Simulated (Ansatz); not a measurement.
Input file:

```yaml
crystal:
  periodic: [false, false, false]
  atoms:
    - {symbol: B, position_ang: [0.000000, -0.138799, 1.515922]}
    - {symbol: Al, position_ang: [0.000000, 0.096806, -0.547327]}
    - {symbol: H, position_ang: [0.000000, -1.102664, -1.608146]}
basis:
  gaussian: {orbitals: 6-31G}
magnetization: {spin_polarized: false, initial_magnetization: 1}
correlation: {method: fic_mrcisd_q, electrons: outside_noble_gas, active_space: {window: {electrons: 7, orbitals: 9}, shells: [{species: Al, l: s, shell: 3}, {species: Al, l: p, shell: 3}, {species: B, l: s, shell: 2}, {species: B, l: p, shell: 2}, {species: H, l: s, shell: 1}]}}
```

```sh
$ ansatz run in.yaml --threads 1 --pin off --events-out ev --progress --plain --max-ram 2393MiB
```

Output:

```
510 factors; integrals over basis functions are off by at most 1.5e-7 eV
mean field evaluation 1: about -7262.8171 eV, gradient 8.8e0 eV
mean field evaluation 2: about -7262.8200 eV, gradient 8.8e0 eV
mean field evaluation 4: about -7263.6611 eV, gradient 1.5e0 eV
mean field evaluation 8: about -7263.7048 eV, gradient 6.4e-2 eV
mean field evaluation 16: about -7263.7307 eV, gradient 2.6e-1 eV
mean field evaluation 32: about -7263.7055 eV, gradient 3.0e-1 eV
mean field evaluation 64: about -7262.5879 eV, gradient 6.4e-2 eV
mean field evaluation 96: about -7263.7050 eV, gradient 2.7e-3 eV
mean field evaluation 128: about -7263.4525 eV, gradient 6.5e0 eV
mean field -7263.99326060 eV, -266.9468286156 hartree, gradient 1.3e-6 eV, S^2 0.750000; 12 other end points of the search recorded, 0 dependent functions left out
reference -7263.99326060 eV, -266.9468286156 hartree; 10, 9 occupied and 14, 15 virtual orbitals, 510 factors
state -7266.62840210 eV, -267.0436682794 hartree
contracted CI cycle   1: correlation 0.00000000 eV, 0.0000000000 hartree, residual 4.47e0 eV
contracted CI cycle   2: correlation -0.53797504 eV, -0.0197702181 hartree, residual 1.08e0 eV
contracted CI cycle   3: correlation -0.56457347 eV, -0.0207476923 hartree, residual 2.85e-1 eV
contracted CI cycle   4: correlation -0.56624688 eV, -0.0208091892 hartree, residual 7.65e-2 eV
contracted CI cycle   5: correlation -0.56637805 eV, -0.0208140096 hartree, residual 1.87e-2 eV
contracted CI cycle   6: correlation -0.56638597 eV, -0.0208143006 hartree, residual 5.01e-3 eV
contracted CI cycle   7: correlation -0.56638653 eV, -0.0208143211 hartree, residual 1.37e-3 eV
contracted CI cycle   8: correlation -0.56638657 eV, -0.0208143226 hartree, residual 3.98e-4 eV
state -7266.62840210 eV, -267.0436682794 hartree; corrected -7267.20541953 eV, -267.0648732791 hartree
Total energy: -7267.20541953 eV, -267.0648732791 hartree
Checks for a lower state left out: starts, orbital_swaps
```

Natural occupations: 1.9686 1.9441 1.6987 0.9671 0.2668 0.0557 0.0552 0.0262 0.0176.

For the same geometry and basis full CI lies 7.0 meV lower.

Ran on 1 thread of AMD EPYC 7B13, shared host: 4.4 s wall, 0.33 GiB peak host memory.
